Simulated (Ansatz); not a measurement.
Molecule: C₂H₇O (charge +1, singlet). It need not be the lowest isomer of its formula. 
Structure (B3LYP-D3(BJ)/def2-TZVP (Ansatz, a quantum-chemistry and plane-wave program) minimum search):
SMILES: CC[OH2+]
```xyz
10

C      1.2415    -0.3849    -0.0245
C      0.1316     0.6140    -0.0055
O     -1.2155    -0.1823    -0.0432
H     -2.0171     0.3730    -0.0073
H      0.0737     1.2204     0.8948
H      0.0492     1.2148    -0.9063
H      2.1778     0.1793    -0.0373
H      1.2551    -1.0063     0.8727
H      1.2131    -1.0075    -0.9176
H     -1.2663    -0.8904     0.6264
```
Charge +1, spin multiplicity 1.

Parts of the frozen-core correlation energy in 6-31G (Ansatz, hartree). Frozen orbitals: 3; correlated occupied orbitals by spin: 10 and 10; virtual: 28 and 28. No spin-orbit coupling. No relativistic terms.

```
term                            value
-------------------------  ----------
reference (HF)             -154.33103
MP2 opposite-spin            -0.23778
MP2 same-spin                     ___
CCSD correlation                  ___
(T)                               ___
T1 diagnostic                   0.009
largest doubles amplitude       0.036
```

### Question
Complete the blanks.

### Answer

- MP2 same-spin, value: -0.06469
- CCSD correlation, value: -0.33588
- (T), value: -0.00594
